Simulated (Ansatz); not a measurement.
# BClHS− (SMILES [S-]BCl): single points off equilibrium

The atoms stand at a structure displaced at random from a GFN2-xTB minimum. How far do the functionals agree with CCSD(T) there?

The runs use Ansatz 0.2.0, Gaussian basis; single points in def2-TZVPPD.

Cores are frozen in the correlated methods.

**1. Starting geometry**

4 atoms, charge -1, spin multiplicity 1.

Atoms are counted from 1 here; the program's logs count them from 0.

Bond lengths: S1–B2 1.755 Å, B2–Cl3 1.881 Å, B2–H4 1.262 Å. Angles: S1–B2–Cl3 125.4°, S1–B2–H4 124.5°, Cl3–B2–H4 110.1°.

Geometry (Å):

```
S    -1.6446   -0.6869    0.0132
B    -0.0734    0.0913   -0.0685
Cl    1.4995   -0.5423    0.7461
H     0.1671    1.1491   -0.7135
```

**2. CCSD(T)/def2-TZVPPD**

run/in.yaml

```yaml
crystal:
  periodic: [false, false, false]
  atoms:
    - {symbol: S, position_ang: [-1.644600, -0.686900, 0.013200]}
    - {symbol: B, position_ang: [-0.073400, 0.091300, -0.068500]}
    - {symbol: Cl, position_ang: [1.499500, -0.542300, 0.746100]}
    - {symbol: H, position_ang: [0.167100, 1.149100, -0.713500]}
basis:
  gaussian: {orbitals: "def2-TZVPPD.json"}
total_charge: -1
correlation: {method: ccsd_t}
output: {forces: true}
```

The basis file named in the input lies beside it (Basis Set Exchange, JSON).

The command line of these runs was not kept.

**3. PBE0-D4/def2-TZVPPD**

Edit run/in.yaml of step 2 so:

```diff
@@ -10,3 +10,3 @@
 total_charge: -1
-correlation: {method: ccsd_t}
-output: {forces: true}
+hamiltonian: {xc: pbe0, dispersion: d4}
+output: {forces: true, orbitals: {seedname: orbitals}}
```

**4. wB97M-V/def2-TZVPPD**

Edit run/in.yaml of step 3 so:

```diff
@@ -10,3 +10,3 @@
 total_charge: -1
-hamiltonian: {xc: pbe0, dispersion: d4}
-output: {forces: true, orbitals: {seedname: orbitals}}
+hamiltonian: {xc: {name: wB97M-V}}
+output: {forces: true}
```

**5. r2SCAN-D4/def2-TZVPPD**

Edit run/in.yaml of step 4 so:

```diff
@@ -10,3 +10,3 @@
 total_charge: -1
-hamiltonian: {xc: {name: wB97M-V}}
+hamiltonian: {xc: r2scan, dispersion: d4}
 output: {forces: true}
```

**6. PBE-D4/def2-TZVPPD**

Edit run/in.yaml of step 5 so:

```diff
@@ -10,3 +10,3 @@
 total_charge: -1
-hamiltonian: {xc: r2scan, dispersion: d4}
+hamiltonian: {xc: pbe, dispersion: d4}
 output: {forces: true}
```

**7. SPW92/def2-TZVPPD**

Edit run/in.yaml of step 6 so:

```diff
@@ -10,3 +10,3 @@
 total_charge: -1
-hamiltonian: {xc: pbe, dispersion: d4}
+hamiltonian: {xc: lda}
 output: {forces: true}
```

**8. wB97X-V/def2-TZVPPD**

Edit run/in.yaml of step 7 so:

```diff
@@ -10,3 +10,3 @@
 total_charge: -1
-hamiltonian: {xc: lda}
+hamiltonian: {xc: {name: wB97X-V}}
 output: {forces: true}
```

(Steps that only read results are left out.)

Before running it: what results should come out? Wanted: RMS force component; RMS force error; HOMO and LUMO, PBE0-D4; T1 diagnostic.

The runs gave:

| quantity | value |
| --- | --- |
| RMS force component | 0.442 to 0.593 eV/Å over the methods |
| RMS force error | PBE0-D4 0.117, wB97M-V 0.117, r2SCAN-D4 0.075, PBE-D4 0.085, SPW92 0.216, wB97X-V 0.118 eV/Å |
| HOMO and LUMO, PBE0-D4 | -1.11 and 3.52 eV |
| T1 diagnostic | 0.016 |

What this shows: The forces of r2SCAN-D4 come nearest to CCSD(T), those of SPW92 are farthest. Frozen-core CCSD(T) forces in triple zeta carry basis errors of their own, and this is one geometry, so small gaps rank nothing.
